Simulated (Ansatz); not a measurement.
fcc Pt

Level of theory: r²SCANh (PAW; Ansatz, an electronic-structure program).

Run with plane-wave cutoff 520 eV, 14×14×14 k mesh, Fermi–Dirac smearing 0.05 eV, scalar-relativistic PAW data made under PBE.

Cell (relaxed at this level):

Pt is taken in the cubic space group Fm-3m (No. 225), the fcc (Cu type) structure, Pearson symbol cF4. Cell: a = b = c = 3.927 Å, α = β = γ = 90.00°. Pt on 4a has 12 Pt at 2.777 Å (cuboctahedral). (Neighbours: up to the widest gap in distance over summed covalent radii, below 1.35, at either atom.)
(The calculation used a cell of 1 atom; values per cell refer to that cell.)

```
Property                                      Value
------------------------------------------  -------
bulk modulus B0                             280 GPa
pressure derivative B′ of the bulk modulus      5.7
```

Measured, for comparison: bulk modulus 289 GPa (corrected for temperature and zero-point phonon effects; as tabulated in Levämäki et al. (2014), arXiv:1402.3671). Computed (rounded) less measured: bulk modulus -3 %.

Spin–orbit coupling is not included.

Static lattice: no zero-point or thermal effects.
